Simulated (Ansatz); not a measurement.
Born–Oppenheimer molecular dynamics of AlFH$_{6}$Si (9 atoms, charge 0, multiplicity 1). It starts at the highest image of a converged band, a first-order saddle point between two minima.

Theory: RKS LDA/def2-SVP (Ansatz 0.2.0).

- ensemble: NVE (velocity Verlet)
- time step: 0.5 fs
- steps asked: 200
- starting velocities drawn for: 300 K
- seed: 11735

First frame:

```xyz
9
Properties=species:S:1:pos:R:3
Al -0.005 -0.248 -0.070
F -0.018 0.286 1.785
H 1.372 0.217 -0.729
H -1.468 0.058 -0.629
Si 0.169 -2.601 0.918
H -0.703 -3.372 -0.046
H 1.568 -3.156 0.871
H -0.382 -2.928 2.294
H 0.017 -0.773 1.805
```

(1) How far do the bonds stretch over the last three quarters of this one trajectory? (Pairs bonded in most of those frames.)

Answers

(1) 
```csv
bond,mean (Å),spread (Å),shortest,longest
Al1–F2,1.961,0.058,1.87,2.04
Al1–H3,1.602,0.024,1.56,1.64
Al1–H4,1.602,0.018,1.57,1.63
Al1–Si5,2.469,0.025,2.44,2.52
F2–H9,1.021,0.021,0.97,1.06
Si5–H6,1.515,0.013,1.49,1.54
Si5–H7,1.514,0.030,1.47,1.56
Si5–H8,1.585,0.061,1.47,1.68
```

Mean temperature of the second half: 285 K. The conserved energy stayed within 0.098 meV per atom of its start (net change 0.045 meV per atom), so the integration is sound. A run of 0.1 ps of so small a system gives no equilibrium averages. The orbitals stay closed-shell, which can raise the energy where a bond breaks towards radicals; this wasn't checked here.

Time of the run: 2.7 min on 1 thread of Intel(R) Xeon(R) 6975P-C (Granite Rapids), with other jobs on the host, peak memory 0.15 GiB.
